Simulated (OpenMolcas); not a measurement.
# triplet BSiH5 at 6 levels

We compute a comparison of 6 runs (UHF/3-21G, U-r2SCAN/def2-TZVP, U-revPBE/def2-TZVP, UBLYP/def2-TZVP, UPBE/def2-TZVP, ROMP2/def2-TZVP) of triplet BSiH5. 

The calculation is run with OpenMolcas 26.06.

## Step 1: The molecule

BSiH5: 7 atoms, total charge 0, spin state triplet. As SMILES of the parent species, `B[SiH3]`. The coordinates come from a PBE0-D4/def2-TZVP relaxation. That shape belongs to the parent species and isn't relaxed for this state.

Bond lengths: B1–Si2 2.010 Å, B1–H3 1.196 Å, B1–H4 1.195 Å, Si2–H5 1.492 Å, Si2–H6 1.492 Å, Si2–H7 1.487 Å. Angles: B1–Si2–H5 108.8°, B1–Si2–H6 108.8°, B1–Si2–H7 115.1°, Si2–B1–H3 118.9°, Si2–B1–H4 123.6°, H5–Si2–H6 107.3°, H5–Si2–H7 108.3°, H6–Si2–H7 108.3°, H3–B1–H4 117.5°.

## Step 2: The energy at UHF/3-21G (run 1)

Contents of job.input:

```
* BH5Si Hartree-Fock

&GATEWAY
 BasLib=$CurrDir
 BasisSet
 B.3-21G....
 B1 -0.043200 -1.189000 0.204300 angstrom
 End of Basis
 BasisSet
 Si.3-21G....
 Si2 0.089100 0.785300 -0.148500 angstrom
 End of Basis
 BasisSet
 H.3-21G....
 H3 -1.126000 -1.690600 0.290100 angstrom
 H4 0.906400 -1.902500 0.335400 angstrom
 H5 -0.616000 1.093400 -1.427200 angstrom
 H6 -0.623600 1.516700 0.939600 angstrom
 H7 1.474500 1.318800 -0.239500 angstrom
 End of Basis

&SEWARD

&SCF
 UHF
 Spin=3
 Thresholds=1e-10 1e-07 1e-07 1e-05
 PrOrbitals=0
```

The basis set 3-21G is read from a file made from the Basis Set Exchange's data (not shown).

Run with:

```bash
$ export MOLCAS_MEM=1860
$ pymolcas job.input > job.log
```

The log of the run:

```text
--- Start Module: gateway ---
[...]
--- Stop Module: gateway /rc=_RC_ALL_IS_WELL_ ---
--- Start Module: seward ---
[...]
      Basis functions           32
--- Stop Module: seward /rc=_RC_ALL_IS_WELL_ ---
--- Start Module: scf ---
[...]
       Convergence after  22 Iterations
[...]
::    Total SCF energy                               -314.6463643663
[...]
      Total spin, S                                     1.0033714325
[...]
      Total electronic charge=   24.000000
      Total            charge=   -0.000000
[...]
      Dipole Moment (debye):
      Origin of the operator (angstrom)=    0.0462    0.2094   -0.0456
                   X=  3.0013E-01               Y=  2.4162E+00               Z= -4.3119E-01           Total=  2.4727E+00
      Quadrupole Moment (debye*angstrom):
[...]
--- Stop Module: scf /rc=_RC_ALL_IS_WELL_ ---
[...]
```

Run time: 2.9 s. Hardware: 1 thread of Intel Xeon Platinum 8259CL at 2.50GHz (Skylake/Cascade Lake), shared host; peak memory 0.37 GiB.

## Step 3: A single-point energy at U-r2SCAN/def2-TZVP (run 2)

Contents of calc.inp:

```
>>> EXPORT MOLCAS_PRINT=2

&gateway
  baslib
  $CurrDir
  coord
  7
  angstrom
  B       -0.043200      -1.189000       0.204300
  Si       0.089100       0.785300      -0.148500
  H       -1.126000      -1.690600       0.290100
  H        0.906400      -1.902500       0.335400
  H       -0.616000       1.093400      -1.427200
  H       -0.623600       1.516700       0.939600
  H        1.474500       1.318800      -0.239500
  basis
  def2-TZVP
  group
  NoSym

&seward
  gridinput
  Grid=UltraFine
  End of Grid

&scf
  uhf
  spin
  3
  ksdft
  2
  1.0 MGGA_X_R2SCAN
  1.0 MGGA_C_R2SCAN
  thresholds
  1e-10 1e-07 1e-07 1e-05
  prorbitals
  0
```

The basis set def2-TZVP is read from a file made from the Basis Set Exchange's data (not shown).

Run with:

```bash
$ export MOLCAS_MEM=1860
$ pymolcas calc.inp > calc.log
```

The log of the run:

```text
--- Start Module: gateway ---
[...]
--- Stop Module: gateway /rc=_RC_ALL_IS_WELL_ ---
--- Start Module: seward ---
[...]
      Basis functions           98
--- Stop Module: seward /rc=_RC_ALL_IS_WELL_ ---
[...]
--- Start Module: scf ---
[...]
       Convergence after  20 Iterations
[...]
::    Total KS-DFT energy                            -317.1405514068
[...]
      Total spin, S                                     1.0032960962
[...]
      Total electronic charge=   24.000000
      Total            charge=   -0.000000
[...]
      Dipole Moment (debye):
      Origin of the operator (angstrom)=    0.0462    0.2094   -0.0456
                   X=  1.3687E-01               Y=  1.6848E+00               Z= -3.0083E-01           Total=  1.7169E+00
      Quadrupole Moment (debye*angstrom):
[...]
--- Stop Module: scf /rc=_RC_ALL_IS_WELL_ ---
[...]
```

Wall time 2 min (1 thread of Intel Xeon Platinum 8259CL at 2.50GHz (Skylake/Cascade Lake), shared host); peak memory 0.55 GiB.

Run 3 isn't shown in full; the table further down has it.

## Step 4: A single-point energy at UBLYP/def2-TZVP (run 4)

Contents of job.inp:

```
* BH5Si Kohn-Sham DFT

&gateway
  baslib=$CurrDir
  coord
  7
  angstrom
  B       -0.043200      -1.189000       0.204300
  Si       0.089100       0.785300      -0.148500
  H       -1.126000      -1.690600       0.290100
  H        0.906400      -1.902500       0.335400
  H       -0.616000       1.093400      -1.427200
  H       -0.623600       1.516700       0.939600
  H        1.474500       1.318800      -0.239500
  basis=def2-TZVP
  group=NoSym

&seward
  gridinput
  Grid=UltraFine
  End of Grid

&scf
  uhf
  spin=3
  ksdft=BLYP
  thresholds=1e-10 1e-07 1e-07 1e-05
  prorbitals=0
```

The basis set def2-TZVP is read from a file made from the Basis Set Exchange's data (not shown).

Run with:

```bash
$ export MOLCAS_MEM=1860
$ pymolcas job.inp > job.log
```

The log of the run:

```text
--- Start Module: gateway ---
[...]
--- Stop Module: gateway /rc=_RC_ALL_IS_WELL_ ---
--- Start Module: seward ---
[...]
      Basis functions           98
--- Stop Module: seward /rc=_RC_ALL_IS_WELL_ ---
[...]
--- Start Module: scf ---
[...]
       Convergence after  19 Iterations
[...]
::    Total KS-DFT energy                            -317.1575024966
[...]
      Total spin, S                                     1.0012652036
[...]
      Total electronic charge=   24.000000
      Total            charge=   -0.000000
[...]
      Dipole Moment (debye):
      Origin of the operator (angstrom)=    0.0462    0.2094   -0.0456
                   X=  1.2439E-01               Y=  1.6251E+00               Z= -2.9018E-01           Total=  1.6554E+00
      Quadrupole Moment (debye*angstrom):
[...]
--- Stop Module: scf /rc=_RC_ALL_IS_WELL_ ---
[...]
```

It took 68 s on 1 thread of Intel Xeon Platinum 8259CL at 2.50GHz (Skylake/Cascade Lake), shared host; peak memory 0.54 GiB.

Run 5 isn't shown in full; the table further down has it.

## Step 5: The energy at ROMP2/def2-TZVP (run 6)

Contents of run.input:

```
>>> EXPORT MOLCAS_PRINT=2
&GATEWAY
BasLib=$CurrDir
Coord
7
angstrom
B       -0.043200      -1.189000       0.204300
Si       0.089100       0.785300      -0.148500
H       -1.126000      -1.690600       0.290100
H        0.906400      -1.902500       0.335400
H       -0.616000       1.093400      -1.427200
H       -0.623600       1.516700       0.939600
H        1.474500       1.318800      -0.239500
Basis=def2-TZVP
Group=NoSym
&SEWARD
&SCF
UHF
Spin=3
Thresholds=1e-10 1e-07 1e-07 1e-05
PrOrbitals=1 2
&RASSCF
FileOrb=$Project.UnaOrb
Spin=3
Nactel=2 0 0
Inactive=11
Ras2=2
OutOrbitals=Canonical
OrbListing=Nothing
&CASPT2
IPEA=0.0
Frozen=6
```

The basis set def2-TZVP is read from a file made from the Basis Set Exchange's data (not shown).

Run with:

```bash
$ export MOLCAS_MEM=1860
$ pymolcas run.input > run.log
```

The log of the run:

```text
--- Start Module: gateway ---
[...]
--- Stop Module: gateway /rc=_RC_ALL_IS_WELL_ ---
[...]
      Basis functions           98
[...]
       Convergence after  21 Iterations
[...]
::    Total SCF energy                               -316.3811296601
[...]
      Total spin, S                                     1.0041828164
[...]
--- Start Module: rasscf ---
[...]
      Number of active orbitals                  2
[...]
      Spin quantum number                      1.0
[...]
      Active orbitals                            2
[...]
      Number of CSFs                             1
[...]
      Number of root(s) required                 1
[...]
      Convergence after  9 iterations
[...]
      printout of CI-coefficients larger than  0.05 for root  1
      energy=    -316.377423
      conf/sym  11     Coeff  Weight
             1  uu   1.00000 1.00000
      Natural orbitals and occupation numbers for root  1
      sym 1:   1.000000   1.000000
      ************************************************************************************************************************
      *                                                    Final results                                                     *
[...]
::    RASSCF root number  1 Total energy:   -316.37742335
[...]
      Total electronic charge=   24.000000
      Total            charge=   -0.000000
[...]
      Dipole Moment (debye):
      Origin of the operator (angstrom)=    0.0462    0.2094   -0.0456
                   X=  2.3154E-01               Y=  1.8917E+00               Z= -3.3754E-01           Total=  1.9354E+00
      Quadrupole Moment (debye*angstrom):
[...]
--- Stop Module: rasscf /rc=_RC_ALL_IS_WELL_ ---
[...]
--- Start Module: caspt2 ---
[...]
 ###    WARNING: User changed nr of frozen orbitals.                         ###
 ###############################################################################
[...]
      E2 (Variational):          -0.2198024338
      Total energy:            -316.5972257876
[...]
      Reference weight:           0.90774
[...]
::    CASPT2 Root  1     Total energy:   -316.59722579
[...]
--- Stop Module: caspt2 /rc=_RC_ALL_IS_WELL_ ---
[...]
```

It took 25 s on 1 thread of Intel Xeon Platinum 8259CL at 2.50GHz (Skylake/Cascade Lake), shared host; peak memory 0.55 GiB.

## Step 6: All runs side by side

| run | level | integration grid | frozen core orbitals | energy (Eh) | dipole moment (D) | HOMO energy (eV) | ⟨S²⟩ | wall time |
| --- | --- | --- | --- | --- | --- | --- | --- | --- |
| 1 | UHF/3-21G | – | – | -314.646364 | 2.47 | -7.70 | 2.010 | 2.9 s |
| 2 | U-r2SCAN/def2-TZVP | UltraFine | – | -317.140551 | 1.72 | -4.52 | 2.010 | 2 min |
| 3 | U-revPBE/def2-TZVP | UltraFine | – | -317.122345 | 1.63 | -4.14 | 2.006 | 68 s |
| 4 | UBLYP/def2-TZVP | UltraFine | – | -317.157502 | 1.66 | -3.89 | 2.004 | 68 s |
| 5 | UPBE/def2-TZVP | UltraFine | – | -316.980218 | 1.64 | -4.16 | 2.005 | 68 s |
| 6 | ROMP2/def2-TZVP | – | 6 | -316.597226 | – | – | – | 25 s |

## Step 7: Summary of results

| quantity | value |
| --- | --- |
| run 6: total energy | -316.59723 Eh |

Over runs 1, 2, 3, 4, 5 the dipole moment (its size) runs from 1.63 D (U-revPBE/def2-TZVP) to 2.47 D (UHF/3-21G). The two ends differ in method and basis. Totals of different functionals can't be ranked against each other. All runs together took 5.8 min, the longest 2 min.
